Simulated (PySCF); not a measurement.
**A search over the determinants of NaCl**

Unrestricted PBE0; PySCF, no relativity, basis sets Na aug-cc-pVDZ, Cl aug-cc-pV(D+d)Z. Outer shells of the fragments: Na 3s1; Cl 3s2 3p5.

Followed along the bond (rough minima from three points):

```
2Ms+1  unpaired  ⟨S²⟩ at the start  R at minimum (Å)  Te (eV)
    1      none               0.00              2.39     0.00
    3  σ ↑, π ↑               2.00  none in the scan   ≤ 4.20
```

Solutions found at the starting distance of 2.545 Å, counted from the lowest of them; the search is not exhaustive and high or unbound solutions are not listed, so other states can lie among these:

| 2Ms+1 | unpaired | term | E (eV) | ⟨S²⟩ | ⟨Lz²⟩ | μ (D) |
| --- | --- | --- | --- | --- | --- | --- |
| 1 | none | ¹Σ⁺ | 0.00 | 0.00 | 0.00 | -9.71 |
| 3 | σ ↑, π ↑ | ³Π | 4.26 | 2.00 | 1.01 | 2.60 |
| 1 | σ ↑, π ↓ | mixed | 4.28 | 1.00 | 1.01 | 2.78 |
| 3 | σ ↑↑ | ³Σ⁺ | 4.60 | 2.00 | 0.00 | 2.57 |
| 3 | π ↑↑ | mixed | 5.80 | 2.00 | 2.01 | 1.24 |
| 3 | π ↑↑ | mixed | 5.88 | 2.00 | 2.01 | 1.68 |
| 3 | σ ↑, π ↑ | ³Π | 6.28 | 2.00 | 1.00 | 1.57 |

A term symbol is given only where ⟨S²⟩ and ⟨Lz²⟩ are close to those of a pure state; real π, δ and φ orbitals otherwise mix terms. A positive dipole means Na(−)Cl(+).

Counting both spins, an empty level lies below a filled one in some of these solutions, because spin and occupation are held.
